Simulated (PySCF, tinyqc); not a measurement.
RKS/BLYP in the sto-6g basis, for CH2, spin multiplicity 1, step by step. The lowest restricted solution is unstable here: a spin-polarised one lies 0.0158 hartree lower (PySCF). One step of it, computed by the program tinyqc.

Problem. Iteration 36 (converged): orbitals. Diagonalise F' = X^T F X, C = X C', fill 4 alpha and 4 beta electrons from the bottom; D = 2 C_occ C_occ^T. Each column has its largest component positive (the first on a tie).

converged F (hartree):
```
            1C 1s      1C 2s     1C 2px     1C 2py     1C 2pz      2H 1s      3H 1s
1C 1s   -9.847722  -2.571946   0.000000   0.000660  -0.017433  -0.431812  -0.489877
1C 2s   -2.571946  -1.070790   0.000000   0.007132  -0.101693  -0.374305  -0.410331
1C 2px   0.000000   0.000000  -0.061489   0.000000   0.000000   0.000000   0.000000
1C 2py   0.000660   0.007132   0.000000  -0.116205   0.003536  -0.181117   0.194849
1C 2pz  -0.017433  -0.101693   0.000000   0.003536  -0.073504  -0.146161  -0.155890
2H 1s   -0.431812  -0.374305   0.000000  -0.181117  -0.146161  -0.237848  -0.108225
3H 1s   -0.489877  -0.410331   0.000000   0.194849  -0.155890  -0.108225  -0.263807
```

X:
```
            1C 1s      1C 2s    1C 2px     1C 2py     1C 2pz      2H 1s      3H 1s
1C 1s    1.025139  -0.142638  0.000000   0.000742  -0.009270   0.020529   0.021513
1C 2s   -0.142638   1.184327  0.000000  -0.010963   0.091992  -0.238999  -0.266708
1C 2px   0.000000   0.000000  1.000000   0.000000   0.000000   0.000000   0.000000
1C 2py   0.000742  -0.010963  0.000000   1.109769  -0.005577  -0.204397   0.222882
1C 2pz  -0.009270   0.091992  0.000000  -0.005577   1.052528  -0.138353  -0.151542
2H 1s    0.020529  -0.238999  0.000000  -0.204397  -0.138353   1.147037  -0.019279
3H 1s    0.021513  -0.266708  0.000000   0.222882  -0.151542  -0.019279   1.173370
```

Give: F' = X^T F X; orbital energies; coefficients C; D after iteration 36.

Solution.

F' = X^T F X (hartree):
```
         1        2        3        4        5        6        7
1  -9.6539  -1.3561   0.0000   0.0007  -0.0262  -0.0462  -0.0621
2  -1.3561  -0.4833   0.0000  -0.0037  -0.0097  -0.1986  -0.2216
3   0.0000   0.0000  -0.0615   0.0000   0.0000   0.0000   0.0000
4   0.0007  -0.0037   0.0000   0.0223  -0.0030  -0.1917   0.2081
5  -0.0262  -0.0097   0.0000  -0.0030  -0.0107  -0.1295  -0.1417
6  -0.0462  -0.1986   0.0000  -0.1917  -0.1295  -0.0468  -0.0244
7  -0.0621  -0.2216   0.0000   0.2081  -0.1417  -0.0244  -0.0396
```

orbital energies (hartree): MO1 -9.8518, MO2 -0.5086, MO3 -0.2812, MO4 -0.0889, MO5 -0.0615, MO6 0.2279, MO7 0.2906

coefficients C:
```
            MO1      MO2      MO3      MO4     MO5      MO6      MO7
1C 1s    0.9943  -0.2137  -0.0089   0.1428  0.0000   0.1256   0.0414
1C 2s    0.0249   0.7236   0.0403  -0.6546  0.0000  -0.7340  -0.2582
1C 2px   0.0000   0.0000   0.0000   0.0000  1.0000   0.0000   0.0000
1C 2py  -0.0004  -0.0196   0.5342  -0.0020  0.0000  -0.2829   0.9785
1C 2pz   0.0047   0.1991   0.0057   0.7164  0.0000  -0.7430  -0.2314
2H 1s   -0.0058   0.2317   0.4768   0.2929  0.0000   0.9253  -0.4599
3H 1s   -0.0064   0.2697  -0.4528   0.2833  0.0000   0.5358   0.9361
```

D after iteration 36:
```
          1C 1s    1C 2s  1C 2px   1C 2py   1C 2pz    2H 1s    3H 1s
1C 1s    2.1095  -0.4476  0.0000  -0.0024   0.1288  -0.0355  -0.0391
1C 2s   -0.4476   1.9087  0.0000   0.0173  -0.6490  -0.0100  -0.0174
1C 2px   0.0000   0.0000  0.0000   0.0000   0.0000   0.0000   0.0000
1C 2py  -0.0024   0.0173  0.0000   0.5716  -0.0047   0.4991  -0.4956
1C 2pz   0.1288  -0.6490  0.0000  -0.0047   1.1059   0.5173   0.5081
2H 1s   -0.0355  -0.0100  0.0000   0.4991   0.5173   0.7336  -0.1408
3H 1s   -0.0391  -0.0174  0.0000  -0.4956   0.5081  -0.1408   0.7162
```
